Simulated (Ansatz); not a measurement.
A made-up structure of C2H5Si (charge -1), singlet:

```json
{"atom": "C1", "x (Å)": "-1.8015", "y (Å)": "0.1554", "z (Å)": "-0.9241"}
{"atom": "Si2", "x (Å)": "0.7386", "y (Å)": "-0.6262", "z (Å)": "0.7396"}
{"atom": "C3", "x (Å)": "-0.2122", "y (Å)": "0.5260", "z (Å)": "-0.4344"}
{"atom": "H4", "x (Å)": "-2.2663", "y (Å)": "0.8855", "z (Å)": "-1.6052"}
{"atom": "H5", "x (Å)": "0.4689", "y (Å)": "1.3148", "z (Å)": "-0.6284"}
{"atom": "H6", "x (Å)": "1.1084", "y (Å)": "0.0268", "z (Å)": "1.9451"}
{"atom": "H7", "x (Å)": "1.9283", "y (Å)": "-1.1275", "z (Å)": "0.1483"}
{"atom": "H8", "x (Å)": "-0.1048", "y (Å)": "-1.7229", "z (Å)": "1.0592"}
```

It is relaxed with PBE-D4/def2-SVPD and then PBE0-D4/def2-TZVPD (Ansatz 0.2.0). Atoms count as bonded within 1.22 times the sum of their covalent radii (H–H: 0.88 Å). The end point is not checked to be a true minimum.

Q: Does its bonding change? (A judgement: the text doesn't fix the answer.)

A: The calculation gives: No: no bond forms or breaks.

Where it ends: The first stage lowers the energy by 2.14 eV in 6 steps. It ends as C₂H₅Si ([CH][CH][SiH3]), total charge -1:
C1  (-1.576, 0.144, -0.813)
Si2  (0.625, -0.612, 0.679)
C3  (-0.312, 0.487, -0.455)
H4  (-1.988, 0.921, -1.500)
H5  (0.223, 1.399, -0.795)
H6  (1.095, 0.048, 1.960)
H7  (1.934, -1.133, 0.121)
H8  (-0.142, -1.820, 1.105)
(Å)

Labels in which every atom is bracketed show which atoms are joined, not bond orders.

For scale, one of the runs: PBE0-D4/def2-TZVPD relaxation, 162 basis functions, launched by `ansatz run in.yaml --threads 2 --pin off --events-out ev --progress --plain --max-ram 4352MiB`. Hardware: 2 CPU threads of an Arm Neoverse V2, shared host. Wall time about 19 s.
